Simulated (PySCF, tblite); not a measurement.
# C4H8: bond homolysis, EPR parameters, part 3 of 3

tblite 0.8.0 and PySCF 2.14.0. Atoms count from 0.

### Step 22. Single point (C4H7 radical, [CH2]C1CC1): M06-2X/def2-TZVP

Geometry: PBE0-D3(BJ)/def2-SVP.

What the job is given:

```
{"job": {"kind": "sp", "xc": "M06-2X", "basis": "def2-TZVP", "grid": 3}, "charge": 0, "multiplicity": 2}
C      1.373004     0.351688     0.097753
C      0.114804    -0.072890    -0.500217
C     -0.976211    -0.707307     0.347176
C     -1.180580     0.663004    -0.195643
H      1.393975     0.751827     1.114915
H      2.312303     0.282360    -0.452462
H      0.193556    -0.463995    -1.519423
H     -1.537208    -1.537003    -0.091618
H     -0.770340    -0.817543     1.415494
H     -1.886621     0.803765    -1.018644
H     -1.117716     1.509297     0.494040
```

What it wrote:

```text
coarse grid: 38024 points
cycle   1  E = -156.4987142056  dE =  5.738e-01  |g| = 1.669e-01  |ddm| = 1.609e+00
cycle   2  E = -156.5137488455  dE = -1.503e-02  |g| = 9.841e-02  |ddm| = 2.676e-01
cycle   3  E = -156.5189688576  dE = -5.220e-03  |g| = 3.338e-02  |ddm| = 1.401e-01
cycle   4  E = -156.5198228532  dE = -8.540e-04  |g| = 9.383e-03  |ddm| = 4.384e-02
cycle   5  E = -156.5199301498  dE = -1.073e-04  |g| = 5.687e-03  |ddm| = 1.743e-02
cycle   6  E = -156.5199667211  dE = -3.657e-05  |g| = 1.354e-03  |ddm| = 1.340e-02
cycle   7  E = -156.5199694684  dE = -2.747e-06  |g| = 3.140e-04  |ddm| = 3.754e-03
final grid: 125128 points
cycle   8  E = -156.5207706143  dE = -7.629e-06  |g| = 9.077e-04  |ddm| = 1.064e-02
cycle   9  E = -156.5207708417  dE = -2.274e-07  |g| = 7.403e-04  |ddm| = 1.433e-03
cycle  10  E = -156.5207711032  dE = -2.614e-07  |g| = 1.453e-04  |ddm| = 5.717e-04
cycle  11  E = -156.5207711219  dE = -1.871e-08  |g| = 3.758e-05  |ddm| = 2.119e-04
cycle  12  E = -156.5207711232  dE = -1.360e-09  |g| = 1.657e-05  |ddm| = 5.697e-05
converged SCF energy = -156.5207711232
```

Wall time 21 s (1 thread of Intel Xeon Platinum 8488C, shared host).

### Step 23. Relaxing the molecule with GFN2-xTB

This step treats C₄H₇ radical, labelled `C[C@H]1[CH]C1` (the label fixes atoms and charge, not where charge and spin sit).

What the job is given:

```
{"job": {"kind": "relax", "xc": "GFN2-xTB", "basis": "xTB"}, "charge": 0, "multiplicity": 2}
C      1.481100     0.129600     0.110700
C      0.117600    -0.190800    -0.512500
C     -0.971500    -0.722700     0.372300
C     -1.071300     0.678600    -0.240500
H      2.097400    -0.763400     0.219000
H      1.333600     0.560400     1.115900
H      2.010100     0.879800    -0.505100
H      0.193800    -0.617900    -1.492200
H     -0.794600    -0.809100     1.443000
H     -1.789300     0.840500    -1.025500
H     -0.944700     1.512500     0.446900
```

What it wrote:

```text
step      E/eV     max force
  0    -326.56034    2.477
  1    -326.66442    1.006
  2    -326.69811    0.347
  3    -326.70265    0.343
  4    -326.71299    0.239
  5    -326.71816    0.183
  6    -326.72185    0.153
  7    -326.72500    0.170
  8    -326.72859    0.171
  9    -326.73091    0.130
 10    -326.73223    0.133
 11    -326.73317    0.119
 12    -326.73427    0.110
 13    -326.73531    0.089
 14    -326.73596    0.060
 15    -326.73630    0.046
 16    -326.73656    0.049
 17    -326.73681    0.046
 18    -326.73709    0.046
 19    -326.73736    0.037
 20    -326.73757    0.038
 21    -326.73769    0.029
 22    -326.73777    0.022
 23    -326.73784    0.021
 24    -326.73790    0.024
 25    -326.73795    0.020
 26    -326.73797    0.014
 27    -326.73800    0.011
 28    -326.73802    0.013
 29    -326.73803    0.011
 30    -326.73805    0.007
```

It took 0.08 s on 1 thread of Intel Xeon Platinum 8488C, shared host.

The steps of the relaxation:

| step | energy from step 0 (eV) | largest force (eV/Å) |
| --- | --- | --- |
| 0 | 0.0000 | 2.4769 |
| 1 | -0.1041 | 1.0061 |
| 2 | -0.1378 | 0.3469 |
| 3 | -0.1423 | 0.3435 |
| 4 | -0.1526 | 0.2385 |
| 5 | -0.1578 | 0.1834 |
| 6 | -0.1615 | 0.1531 |
| 7 | -0.1647 | 0.1698 |
| 8 | -0.1683 | 0.1712 |
| 9 | -0.1706 | 0.1298 |
| 10 | -0.1719 | 0.1331 |
| 11 | -0.1728 | 0.1195 |
| 12 | -0.1739 | 0.1104 |
| 13 | -0.1750 | 0.0889 |
| 14 | -0.1756 | 0.0599 |
| 15 | -0.1760 | 0.0458 |
| 16 | -0.1762 | 0.0490 |
| 17 | -0.1765 | 0.0458 |
| 18 | -0.1768 | 0.0456 |
| 19 | -0.1770 | 0.0375 |
| 20 | -0.1772 | 0.0377 |
| 21 | -0.1773 | 0.0295 |
| 22 | -0.1774 | 0.0220 |
| 23 | -0.1775 | 0.0209 |
| 24 | -0.1776 | 0.0239 |
| 25 | -0.1776 | 0.0200 |
| 26 | -0.1776 | 0.0136 |
| 27 | -0.1777 | 0.0109 |
| 28 | -0.1777 | 0.0128 |
| 29 | -0.1777 | 0.0108 |
| 30 | -0.1777 | 0.0067 |

Close pairs (by a distance rule), those that changed most:

| bond | before (Å) | after (Å) | change (Å) |
| --- | --- | --- | --- |
| C2–C3 | 1.533 | 1.463 | -0.070 |
| C1–C2 | 1.501 | 1.462 | -0.039 |
| C1–C3 | 1.498 | 1.523 | +0.026 |
| C0–C1 | 1.533 | 1.513 | -0.020 |
| C2–H8 | 1.089 | 1.070 | -0.019 |
| C0–H6 | 1.105 | 1.089 | -0.016 |
| C0–H5 | 1.104 | 1.088 | -0.016 |
| C1–H7 | 1.071 | 1.086 | +0.014 |

The final coordinates are the input of the step that follows.

### Step 24. Infrared spectrum with GFN2-xTB

What the job is given:

```
{"job": {"kind": "ir", "xc": "GFN2-xTB", "basis": "xTB"}, "charge": 0, "multiplicity": 2}
C      1.500786     0.146475     0.104820
C      0.143027    -0.200846    -0.465449
C     -0.946393    -0.647514     0.400621
C     -1.073868     0.678105    -0.205482
H      2.121521    -0.744690     0.179790
H      1.397889     0.580319     1.097028
H      2.008393     0.864375    -0.538406
H      0.198790    -0.623460    -1.464076
H     -0.942221    -0.934782     1.430876
H     -1.759636     0.820040    -1.030092
H     -0.986043     1.559464     0.422227
```

What it wrote:

```text
mode    cm-1     km/mol
  1     153.3      0.22
  2     321.7      0.95
  3     359.0      0.01
  4     622.1     40.45
  5     833.1      3.67
  6     846.2      2.57
  7     889.6      3.66
  8     937.7      9.36
  9    1018.3      3.99
 10    1032.9      7.45
 11    1063.5      1.64
 12    1066.4      1.44
 13    1106.7      9.27
 14    1154.6      2.92
 15    1258.7      0.43
 16    1394.9      2.98
 17    1402.4      2.87
 18    1461.3      4.12
 19    1491.5      2.03
 20    1495.4      2.93
 21    2993.5      3.71
 22    3005.6     45.63
 23    3006.8     35.18
 24    3023.2     40.52
 25    3035.8     38.01
 26    3047.4     28.48
 27    3147.9     48.67
ZPE 246.248  H(298)-E 261.368  G(298)-E 174.477 kJ/mol  S 291.43 J/(mol K)
```

Wall time 0.16 s (1 thread of Intel Xeon Platinum 8488C, shared host).

The strongest bands and the atoms that carry them (share of the mass-weighted mode):

| cm⁻¹ | km/mol | atoms |
| --- | --- | --- |
| 622 | 40.5 | H8 66 %, C2 10 % |
| 938 | 9.4 | C2 26 %, C3 17 %, H6 13 %, C1 11 % |
| 3006 | 45.6 | H10 52 %, H7 34 % |
| 3007 | 35.2 | H6 80 % |
| 3023 | 40.5 | H4 84 % |
| 3036 | 38.0 | H5 89 % |
| 3047 | 28.5 | H9 91 % |
| 3148 | 48.7 | H8 92 % |

### Step 25. Optimising the geometry at PBE0-D3(BJ)/def2-SVP

This step treats C4H7 radical, labelled `C[C@H]1[CH]C1` (the label fixes atoms and charge, not where charge and spin sit).

Settings changed since step 24:

```diff
@@ -1,2 +1,2 @@
-{"job": {"kind": "ir", "xc": "GFN2-xTB", "basis": "xTB"}, "charge": 0, "multiplicity": 2}
+{"job": {"xc": "PBE0", "basis": "def2-SVP", "d3": "d3bj", "grid": 1, "kind": "geom"}, "charge": 0, "multiplicity": 2}
 C      1.500786     0.146475     0.104820
```

What it wrote:

```text
step   0  E = -156.23309801  max force = 0.015547
step   1  E = -156.23432755  max force = 0.002750
step   2  E = -156.23435859  max force = 0.000239
step   3  E = -156.23436172  max force = 0.000214
optimisation converged
```

Wall time 12 s (1 thread of Intel Xeon Platinum 8488C, shared host).

Step by step:

| step | energy from step 0 (eV) | largest force component (eV/Å) |
| --- | --- | --- |
| 0 | 0.0000 | 0.7995 |
| 1 | -0.0335 | 0.1414 |
| 2 | -0.0343 | 0.0123 |
| 3 | -0.0344 | 0.0110 |

Close pairs (by a distance rule), those that changed most:

| bond | before (Å) | after (Å) | change (Å) |
| --- | --- | --- | --- |
| C2–H8 | 1.070 | 1.091 | +0.022 |
| C3–H9 | 1.082 | 1.097 | +0.015 |
| C1–H7 | 1.086 | 1.100 | +0.014 |
| C0–H5 | 1.088 | 1.101 | +0.013 |
| C0–H4 | 1.089 | 1.102 | +0.013 |
| C3–H10 | 1.086 | 1.098 | +0.013 |
| C0–H6 | 1.089 | 1.102 | +0.012 |
| C0–C1 | 1.513 | 1.509 | -0.005 |

The end geometry stands in the next job.

| at the end point | value |
| --- | --- |
| point group (found at 0.08 Å tolerance) | C1 |
| rotational constants (GHz, main isotopes) | 17.015, 6.511, 5.783 |
| dipole moment (D) | 0.69 |
| ⟨S²⟩ | 0.754 |

### Step 26. Harmonic vibrations (C4H7 radical, C[C@H]1[CH]C1): PBE0-D3(BJ)/def2-SVP

What the job is given:

```
{"job": {"xc": "PBE0", "basis": "def2-SVP", "d3": "d3bj", "grid": 2, "kind": "hessian"}, "charge": 0, "multiplicity": 2}
C      1.500275     0.183066     0.093270
C      0.151365    -0.198471    -0.464005
C     -0.929284    -0.671765     0.404791
C     -1.087280     0.652845    -0.200733
H      2.150410    -0.699795     0.199940
H      1.400282     0.645777     1.087304
H      2.015520     0.902509    -0.563215
H      0.188868    -0.635383    -1.472445
H     -0.938994    -1.005332     1.443661
H     -1.793347     0.784834    -1.030274
H     -0.990540     1.542412     0.435937
```

What it wrote:

```text
coarse grid: 8688 points
cycle   1  E = -156.1836717112  dE =  3.589e-01  |g| = 1.971e-01  |ddm| = 2.306e+00
cycle   2  E = -156.1876967904  dE = -4.025e-03  |g| = 2.018e-01  |ddm| = 4.448e-01
cycle   3  E = -156.2100008451  dE = -2.230e-02  |g| = 2.098e-02  |ddm| = 2.259e-01
cycle   4  E = -156.2102598930  dE = -2.590e-04  |g| = 1.386e-02  |ddm| = 5.063e-02
cycle   5  E = -156.2103727607  dE = -1.129e-04  |g| = 3.854e-03  |ddm| = 1.683e-02
cycle   6  E = -156.2103850395  dE = -1.228e-05  |g| = 1.249e-03  |ddm| = 6.871e-03
cycle   7  E = -156.2103868120  dE = -1.772e-06  |g| = 5.097e-04  |ddm| = 3.886e-03
final grid: 82440 points
cycle   8  E = -156.2343534542  dE = -1.749e-05  |g| = 4.223e-03  |ddm| = 1.489e-02
cycle   9  E = -156.2343508739  dE =  2.580e-06  |g| = 4.825e-03  |ddm| = 9.218e-03
cycle  10  E = -156.2343633191  dE = -1.245e-05  |g| = 3.072e-04  |ddm| = 5.013e-03
cycle  11  E = -156.2343633650  dE = -4.592e-08  |g| = 8.654e-05  |ddm| = 3.980e-04
cycle  12  E = -156.2343633701  dE = -5.100e-09  |g| = 2.478e-05  |ddm| = 1.428e-04
cycle  13  E = -156.2343633708  dE = -6.567e-10  |g| = 1.030e-05  |ddm| = 5.598e-05
cycle  14  E = -156.2343633709  dE = -1.032e-10  |g| = 5.143e-06  |ddm| = 2.642e-05
cycle  15  E = -156.2343633709  dE = -1.825e-11  |g| = 1.334e-06  |ddm| = 8.817e-06
converged SCF energy = -156.2343633709

mode    cm-1
  1     213.8
  2     326.2
  3     359.4
  4     596.7
  5     803.7
  6     827.5
  7     897.3
  8     909.4
  9     993.3
 10    1035.5
 11    1081.3
 12    1083.2
 13    1131.2
 14    1180.0
 15    1251.4
 16    1373.1
 17    1403.4
 18    1456.8
 19    1459.6
 20    1482.8
 21    3048.0
 22    3103.6
 23    3115.8
 24    3139.3
 25    3149.0
 26    3189.6
 27    3244.5
ZPE 250.351  H(298)-E 265.269  G(298)-E 179.014 kJ/mol  S 289.30 J/(mol K)
```

Run time: 3 min. Hardware: 1 thread of Intel Xeon Platinum 8488C, shared host; peak memory 1.5 GiB.

Zero-point energy 250.35 kJ/mol (xTB gave 246.25).

### Step 27. Single point (C₄H₇ radical, C[C@H]1[CH]C1): M06-2X/def2-TZVP

Geometry: PBE0-D3(BJ)/def2-SVP.

Settings changed since step 26:

```diff
@@ -1,2 +1,2 @@
-{"job": {"xc": "PBE0", "basis": "def2-SVP", "d3": "d3bj", "grid": 2, "kind": "hessian"}, "charge": 0, "multiplicity": 2}
+{"job": {"kind": "sp", "xc": "M06-2X", "basis": "def2-TZVP", "grid": 3}, "charge": 0, "multiplicity": 2}
 C      1.500275     0.183066     0.093270
```

What it wrote:

```text
coarse grid: 38024 points
cycle   1  E = -156.4816296080  dE =  5.922e-01  |g| = 1.764e-01  |ddm| = 1.617e+00
cycle   2  E = -156.4974664165  dE = -1.584e-02  |g| = 1.113e-01  |ddm| = 2.675e-01
cycle   3  E = -156.5040655267  dE = -6.599e-03  |g| = 3.462e-02  |ddm| = 1.231e-01
cycle   4  E = -156.5050301358  dE = -9.646e-04  |g| = 1.070e-02  |ddm| = 5.806e-02
cycle   5  E = -156.5051649184  dE = -1.348e-04  |g| = 6.424e-03  |ddm| = 1.755e-02
cycle   6  E = -156.5052145353  dE = -4.962e-05  |g| = 1.815e-03  |ddm| = 1.583e-02
cycle   7  E = -156.5052192295  dE = -4.694e-06  |g| = 5.855e-04  |ddm| = 5.184e-03
final grid: 125128 points
cycle   8  E = -156.5060635152  dE = -5.919e-06  |g| = 9.427e-04  |ddm| = 9.430e-03
cycle   9  E = -156.5060637155  dE = -2.003e-07  |g| = 8.216e-04  |ddm| = 1.672e-03
cycle  10  E = -156.5060640500  dE = -3.345e-07  |g| = 1.123e-04  |ddm| = 6.107e-04
cycle  11  E = -156.5060640690  dE = -1.899e-08  |g| = 4.750e-05  |ddm| = 2.593e-04
cycle  12  E = -156.5060640721  dE = -3.107e-09  |g| = 2.234e-05  |ddm| = 8.386e-05
converged SCF energy = -156.5060640721
```

Wall time 22 s (1 thread of Intel Xeon Platinum 8488C, shared host); peak memory 0.59 GiB.

### Step 28. Bond homolysis: M06-2X/def2-TZVP

This step combines the energies above: geometries from PBE0-D3(BJ)/def2-SVP, zero-point and thermal terms from PBE0-D3(BJ)/def2-SVP.

What the job is given:

```
{"job": {"kind": "bd", "cap": 8, "geom": {"xc": "PBE0", "basis": "def2-SVP", "d3": "d3bj", "grid": 1}, "hess": 1, "level": {"xc": "M06-2X", "basis": "def2-TZVP", "grid": 3}}, "charge": 0, "multiplicity": 1}
C      1.464807     0.135687     0.115969
C      0.128374    -0.199434    -0.489495
C     -0.988912    -0.715043     0.369114
C     -1.068773     0.663944    -0.219904
H      2.100638    -0.759605     0.207639
H      1.344639     0.562128     1.124716
H      2.009688     0.873991    -0.494069
H      0.182305    -0.626883    -1.497256
H     -1.645091    -1.491547    -0.033404
H     -0.803584    -0.802246     1.444192
H     -1.779969     0.843142    -1.030851
H     -0.937816     1.516465     0.453729
```

Output (the driver's rows laid out field by field):

```text
homolysis bond by bond, M06-2X/def2-TZVP // PBE0-D3(BJ)/def2-SVP

row 1
  atoms                   1 7
  elements                C H
  length                  1.096
  fragments               formula C4H7, charge 0, multiplicity 2, smiles C[C]1CC1, kept yes, pieces 1, point_group Cs, largest_spin C 0.917; formula H, charge 0, multiplicity 2, smiles [H], kept yes, pieces 1
  electronic              466.67
  zero_kelvin             429.11
  enthalpy                436.03
  free_energy             398.55

row 2
  atoms                   0 1
  elements                C C
  length                  1.505
  fragments               formula CH3, charge 0, multiplicity 2, smiles [CH3], kept yes, pieces 1, point_group D3h, largest_spin C 1.111; formula C3H5, charge 0, multiplicity 2, smiles [CH]1CC1, kept yes, pieces 1, point_group Cs, largest_spin C 0.974
  electronic              437.28
  zero_kelvin             402.79
  enthalpy                410.37
  free_energy             359.48

row 3
  atoms                   0 4
  elements                C H
  length                  1.1019
  fragments               formula C4H7, charge 0, multiplicity 2, smiles [CH2]C1CC1, kept yes, pieces 1, point_group Cs, largest_spin C 0.975; formula H, charge 0, multiplicity 2, smiles [H], kept yes, pieces 1
  electronic              440.69
  zero_kelvin             401.79
  enthalpy                408.86
  free_energy             371.53

row 4
  atoms                   2 8
  elements                C H
  length                  1.0934
  fragments               formula C4H7, charge 0, multiplicity 2, smiles C[C@H]1[CH]C1, kept yes, pieces 1, point_group C1, largest_spin C 0.97; formula H, charge 0, multiplicity 2, smiles [H], kept yes, pieces 1
  electronic              479.31
  zero_kelvin             441.69
  enthalpy                448.21
  free_energy             411.96
```

Run time: 14 min. Hardware: 1 thread of Intel Xeon Platinum 8488C, shared host; peak memory 0.59 GiB.

Some single points behind these values are not shown above.

Dissociation energies (kJ/mol, gas phase, 298 K for the thermal columns):

```
 bond            fragments  electronic  enthalpy  free energy
C1–H7       C[C]1CC1 + [H]       466.7     436.0        398.6
C0–C1     [CH3] + [CH]1CC1       437.3     410.4        359.5
C0–H4     [CH2]C1CC1 + [H]       440.7     408.9        371.5
C2–H8  C[C@H]1[CH]C1 + [H]       479.3     448.2        412.0
```

### Step 29. EPR parameters (C4H7 radical, [CH2]C1CC1): UKS B3LYP, pcH-1 on C H

What the job is given:

```
{"job": {"kind": "epr", "basis": "pcH-1"}, "charge": 0, "multiplicity": 2}
C      1.373004     0.351688     0.097753
C      0.114804    -0.072890    -0.500217
C     -0.976211    -0.707307     0.347176
C     -1.180580     0.663004    -0.195643
H      1.393975     0.751827     1.114915
H      2.312303     0.282360    -0.452462
H      0.193556    -0.463995    -1.519423
H     -1.537208    -1.537003    -0.091618
H     -0.770340    -0.817543     1.415494
H     -1.886621     0.803765    -1.018644
H     -1.117716     1.509297     0.494040
```

Method: UKS B3LYP, pcH-1 on C H, non-relativistic, mean-field spin-orbit, GIAO.

What it wrote:

```text
UKS, coarse grid
  cycle   1  E = -156.52951607  |g| = 2.35e-01
  cycle   2  E = -156.52418705  |g| = 2.68e-01
  cycle   3  E = -156.56214293  |g| = 2.83e-02
  cycle   4  E = -156.56243473  |g| = 1.76e-02
  cycle   5  E = -156.56259230  |g| = 4.64e-03
  cycle   6  E = -156.56260633  |g| = 1.24e-03
  cycle   7  E = -156.56260772  |g| = 8.36e-04
UKS, final grid
  cycle   1  E = -156.56262908  |g| = 1.14e-03
  cycle   2  E = -156.56262839  |g| = 1.65e-03
  cycle   3  E = -156.56262972  |g| = 4.08e-05
  cycle   4  E = -156.56262972  |g| = 2.70e-05
E = -156.56262972 Eh   <S^2> = 0.7545 (exact 0.7500)
g shifts (ppm)      1          2          3
  rmc          -147       -147       -147
  gc             14         30         27
  oz_so         -18        566        744
  total        -151        449        625
hyperfine (MHz)  atom isotope    a_iso     a_fc   dipolar eigenvalues
    0   13C      85.64      85.64    -77.31    -76.32    153.63
    1   13C     -38.52     -38.52     -2.05     -0.92      2.96
    2   13C      50.90      50.90     -8.91     -8.88     17.79
    3   13C      52.12      52.12     -9.05     -9.02     18.07
    4    1H     -60.08     -60.08    -35.37     -1.00     36.37
    5    1H     -62.66     -62.66    -36.40     -0.45     36.85
    6    1H       1.98       1.98     -4.19     -2.86      7.05
    7    1H       9.49       9.49     -4.66     -1.70      6.36
    8    1H      -5.89      -5.89     -5.89     -1.17      7.06
    9    1H       9.56       9.56     -4.72     -1.71      6.43
   10    1H      -6.00      -6.00     -5.95     -1.17      7.13
```

Wall time 15 s (1 thread of Intel Xeon Platinum 8488C, shared host).

Principal g values 2.00217, 2.00277, 2.00294; g(iso) = 2.00263, against 2.00232 for a free electron.

Mean a(iso) over the nuclei that a row names, and the largest dipolar term of the row (other rows stand at the frozen geometry):

| nuclei | isotope | a(iso) (MHz) | a(iso) (G, at g = 2.0023) | largest dipolar term (MHz) |
| --- | --- | --- | --- | --- |
| C0 | 13C | 85.6 | 30.6 | 153.6 |
| H4, H5 | 1H | -61.4 | -21.9 | 36.9 |
| C2, C3 | 13C | 51.5 | 18.4 | 18.1 |
| C1 | 13C | -38.5 | -13.7 | 3.0 |
| H7, H9 | 1H | 9.5 | 3.4 | 6.4 |
| H8, H10 | 1H | -5.9 | -2.1 | 7.1 |
| H6 | 1H | 2.0 | 0.7 | 7.1 |

Mulliken spin populations:

```
atom  value (e)
  C0       1.03
  C1      -0.10
  C2       0.08
  C3       0.08
  H4      -0.05
  H5      -0.04
  H6       0.00
  H7       0.00
  H8       0.00
  H9       0.00
 H10       0.00
```

In first order the couplings over 0.8 MHz of 1H give 54 distinct lines over 55.5 G, if the averaged nuclei exchange fast.

### Step 30. Spectra of the species

What the job is given:

```
{"job": {"kind": "bd", "cap": 8, "geom": {"xc": "PBE0", "basis": "def2-SVP", "d3": "d3bj", "grid": 1}, "hess": 1, "level": {"xc": "M06-2X", "basis": "def2-TZVP", "grid": 3}, "spectra": true}, "charge": 0, "multiplicity": 1}
C      1.464807     0.135687     0.115969
C      0.128374    -0.199434    -0.489495
C     -0.988912    -0.715043     0.369114
C     -1.068773     0.663944    -0.219904
H      2.100638    -0.759605     0.207639
H      1.344639     0.562128     1.124716
H      2.009688     0.873991    -0.494069
H      0.182305    -0.626883    -1.497256
H     -1.645091    -1.491547    -0.033404
H     -0.803584    -0.802246     1.444192
H     -1.779969     0.843142    -1.030851
H     -0.937816     1.516465     0.453729
```

What it wrote:

```text
epr [CH2]C1CC1 +0: UKS B3LYP, pcH-1 on C H, non-relativistic, mean-field spin-orbit, GIAO
```

Wall time 15 s (1 thread of Intel Xeon Platinum 8488C, shared host).

This step only lists the spectra that were run on the species above.

### Step 31. Outcome

The summary covers parts 1 to 3.

```
                                    quantity                  value
   strongest single infrared mode (GFN2-xTB)   3107 cm⁻¹, 90 km/mol
                zero-point energy (GFN2-xTB)          67.9 kcal/mol
                                 point group                     Cs
        rotational constants (main isotopes)  15.67, 6.35, 5.58 GHz
       surface potential, 1st and 99th percentile     -0.56 V and 0.65 V
bond enthalpy (ΔH), C1–H7 (M06-2X/def2-TZVP)           436.0 kJ/mol
bond enthalpy (ΔH), C0–C1 (M06-2X/def2-TZVP)           410.4 kJ/mol
bond enthalpy (ΔH), C0–H4 (M06-2X/def2-TZVP)           408.9 kJ/mol
bond enthalpy (ΔH), C2–H8 (M06-2X/def2-TZVP)           448.2 kJ/mol
```

No mode is imaginary among the 30: a minimum at this level. The strongest single mode, at 3107 cm⁻¹, has its largest shares on H10, H8, H11 and H9 (the list is cut at 4 atoms). GFN2-xTB is a fitted tight-binding method: band positions and strengths are rough. Its intensities can rank the bands wrongly. Over 2 steps the energy fell by 0.030 eV; of the close pairs, C3–H11 changed most, 1.080 to 1.094 Å (PBE0/def2-SVP). At M06-2X/def2-TZVP the bond enthalpy (ΔH) runs from 408.9 kJ/mol (C0–H4) to 448.2 kJ/mol (C2–H8).
